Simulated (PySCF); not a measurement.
# tetrahydrofuran: calculation against experiment

**Measured values to compare with.**

NIST CCCBDB Release 22 (SRD 101), experimental dipoles lists, for the gas: dipole moment (dielectric constant against temperature) 1.63 D.

How close the calculation comes is told at the end.

Compound: tetrahydrofuran, C4H8O.
Atom-mapped SMILES: `[CH2:1]1[CH2:2][CH2:3][O:4][CH2:5]1` (hydrogens: H6, H7 on C1; H8, H9 on C2; H10, H11 on C3; H12, H13 on C5)

Geometry (GFN2-xTB, Å), atoms numbered from 1 in this order:
```
atom  x, y, z in Å
C1    -0.903    0.363   -0.463
C2     0.416    0.993   -0.020
C3     1.312   -0.240    0.098
O4     0.474   -1.324    0.465
C5    -0.887   -0.949    0.320
H6    -0.885    0.165   -1.536
H7    -1.773    0.973   -0.230
H8     0.297    1.470    0.953
H9     0.807    1.721   -0.727
H10    2.093   -0.132    0.856
H11    1.789   -0.469   -0.866
H12   -1.418   -1.759   -0.187
H13   -1.327   -0.812    1.318
```

Runs made with PySCF (gas phase, on this GFN2-xTB geometry; no spin–orbit coupling):

| level | job | basis functions | wall time |
| --- | --- | --- | --- |
| PBE0/pcSseg-1 | shieldings, ring-centre shieldings, charges and field gradients | 125 | 7.8 s |
| B3LYP/pcJ-1 | spin–spin couplings from 12 perturbed nuclei, spin–dipole term left out | 215 | 17 s |

Hardware: one thread of an x86-64 server, shared host.

Results beside the measurements:

**Dipole moment.** Measured: 1.63 D (NIST CCCBDB Release 22 (SRD 101), experimental dipoles).

| level | computed (D) | computed − measured (D) | % (from the printed values) |
| --- | --- | --- | --- |
| PBE0/pcSseg-1 | 1.86 | +0.23 | +14 |
| B3LYP/pcJ-1 | 1.86 | +0.23 | +14 |

The computed dipoles belong to one fixed geometry; measured ones are averaged over vibrations unless marked μe. Magnitudes are compared, not signs.

No measured geometry was used, and the causes of the misses weren't examined.
